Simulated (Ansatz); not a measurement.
C2H5N3O (`NC(N)=NC=O`), relaxed with RKS PBE0-D4/def2-TZVP in Ansatz from a PBE-D4/def2-SVP geometry. The force threshold is 0.005 eV/Å; the program also tests the step.

Total charge 0; spin multiplicity 1.

Start:

```xyz
11

N    -0.167    1.581   -0.918
C    -0.091    0.416   -0.209
N    -1.042    0.135    0.706
N     0.958   -0.373   -0.469
C     1.103   -1.517    0.256
O     0.366   -1.972    1.154
H     0.509    1.668   -1.676
H    -1.030    2.120   -0.974
H    -1.781    0.793    0.949
H    -0.845   -0.759    1.215
H     2.022   -2.093   -0.035
```

Problem. By how much does the energy fall, and how many steps does the optimiser take? (Best estimate.)

Solution. Ansatz gave: 0.07 eV, in 7 steps, 1 of them rejected.

Problem. Which bonds change most? (Estimate.)

Solution. Ansatz gave: N3–H10 from 1.047 to 1.021 Å; C5–H11 from 1.122 to 1.102 Å; C5–O6 from 1.249 to 1.229 Å; C2–N4 from 1.338 to 1.319 Å.

Problem. Give the relaxed structure. (An estimate is asked.)

Solution. Ansatz gave: 
```xyz
11

N    -0.159    1.570   -0.891
C    -0.087    0.404   -0.207
N    -1.047    0.135    0.683
N     0.947   -0.373   -0.464
C     1.104   -1.513    0.250
O     0.382   -1.978    1.128
H     0.498    1.659   -1.647
H    -1.033    2.057   -0.974
H    -1.731    0.821    0.945
H    -0.892   -0.722    1.215
H     2.016   -2.060   -0.039
```
